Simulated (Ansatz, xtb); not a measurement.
Two isomers of C4H7FO

Structure a: `C=C(O)[C@@H](C)F`, a singlet. Structure b: `C/C(O)=C(/C)F`, a singlet. Both are isolated molecules in the gas phase, relaxed with B3LYP-D3(BJ)/def2-SVP; the shapes shown needn't be the lowest conformers.

a (Å):

```xyz
13

C     0.2154   -0.3024    1.9440
C    -0.1460    0.8094    1.2947
C    -0.2538    0.9170   -0.2083
C     0.7422    1.9034   -0.7968
F    -0.0536   -0.3286   -0.7785
O    -0.4613    2.0022    1.8692
H     0.2823   -0.3299    3.0353
H     0.4416   -1.2064    1.3816
H    -0.3787    1.9240    2.8294
H    -1.2852    1.2347   -0.4514
H     0.6087    1.9747   -1.8862
H     0.5950    2.8969   -0.3503
H     1.7681    1.5671   -0.5829
```

b (Å):

```xyz
13

C    -2.1379    0.3194   -0.3374
C    -0.9217   -0.3932    0.1637
C     0.2569   -0.4207   -0.4781
C     1.5067   -1.1027   -0.0515
F     0.3572    0.2155   -1.6750
O    -1.0481   -1.1063    1.3332
H    -1.9268    0.8452   -1.2764
H    -2.9648   -0.3921   -0.5074
H    -2.4904    1.0634    0.4013
H    -1.7443   -0.7028    1.8671
H     2.3457   -0.3868   -0.0139
H     1.7877   -1.8971   -0.7647
H     1.3711   -1.5511    0.9406
```

Quicker runs give these differences E(b) − E(a): GFN2-xTB −13.75 kJ/mol; HF/STO-3G −26.05 kJ/mol (at GFN2-xTB geometries); r2SCAN-D4/def2-SVP −3.46 kJ/mol (at GFN2-xTB geometries).

**Question.** Estimate E(b) − E(a) at the level CCSD(T)/def2-SVP + ΔMP2/def2-TZVPP.

**Answer.** CCSD(T)/def2-SVP + ΔMP2/def2-TZVPP gives E(b) − E(a) = +6.70 kJ/mol, slightly favouring structure a, which is too small a margin to settle the true order.

Level by level:

```json
{"level": "GFN2-xTB", "geometry": "GFN2-xTB", "E(b) − E(a) (kJ/mol)": "−13.75", "departure from the last row (kJ/mol)": "−20.46", "job, with rough time for the two": "optimisation, 0.28 s"}
{"level": "HF/STO-3G", "geometry": "GFN2-xTB", "E(b) − E(a) (kJ/mol)": "−26.05", "departure from the last row (kJ/mol)": "−32.75", "job, with rough time for the two": "single point, 0.44 s"}
{"level": "r2SCAN-D4/def2-SVP", "geometry": "GFN2-xTB", "E(b) − E(a) (kJ/mol)": "−3.46", "departure from the last row (kJ/mol)": "−10.16", "job, with rough time for the two": "single point, 2.9 s"}
{"level": "B3LYP-D3(BJ)/def2-SVP", "geometry": "B3LYP-D3(BJ)/def2-SVP", "E(b) − E(a) (kJ/mol)": "−0.04", "departure from the last row (kJ/mol)": "−6.74", "job, with rough time for the two": "optimisation, 73 s"}
{"level": "HF/def2-SVP", "geometry": "B3LYP-D3(BJ)/def2-SVP", "E(b) − E(a) (kJ/mol)": "+12.33", "departure from the last row (kJ/mol)": "+5.63", "job, with rough time for the two": "part of the CCSD(T) run"}
{"level": "MP2/def2-SVP", "geometry": "B3LYP-D3(BJ)/def2-SVP", "E(b) − E(a) (kJ/mol)": "+4.56", "departure from the last row (kJ/mol)": "−2.14", "job, with rough time for the two": "part of the CCSD(T) run"}
{"level": "CCSD(T)/def2-SVP", "geometry": "B3LYP-D3(BJ)/def2-SVP", "E(b) − E(a) (kJ/mol)": "+4.62", "departure from the last row (kJ/mol)": "−2.09", "job, with rough time for the two": "single point"}
{"level": "CCSD(T)/def2-SVP + ΔMP2/def2-TZVPP", "geometry": "B3LYP-D3(BJ)/def2-SVP", "E(b) − E(a) (kJ/mol)": "+6.70", "departure from the last row (kJ/mol)": "", "job, with rough time for the two": "single point, 49 s"}
```

As drawn, both hold the same kinds of bond in the same numbers. Structure a has 1 methyl group, b 2.

GFN2-xTB, HF/STO-3G, r2SCAN-D4/def2-SVP put the two in the other order. B3LYP-D3(BJ)/def2-SVP finds them nearly level. The largest departure from CCSD(T)/def2-SVP + ΔMP2/def2-TZVPP is that of HF/STO-3G, 32.75 kJ/mol. The last row adds to CCSD(T) the change of the MP2 difference between the two basis sets, here +2.09 kJ/mol.

With thermal terms from frequencies at re-optimised GFN2-xTB minima (ideal gas, soft modes damped towards free rotors, one conformer each, 298.15 K, 1 atm): on the last row, ΔE + ΔZPE = +4.76, ΔH = +6.57, ΔG = +3.01 kJ/mol.

The correlated steps freeze 6 core orbitals. Mirror images aren't counted in ΔG. Run with Ansatz 0.2.0, xtb 6.7.1; the last row on 2 threads of Intel(R) Xeon(R) Processor @ 2.70GHz on a shared host.
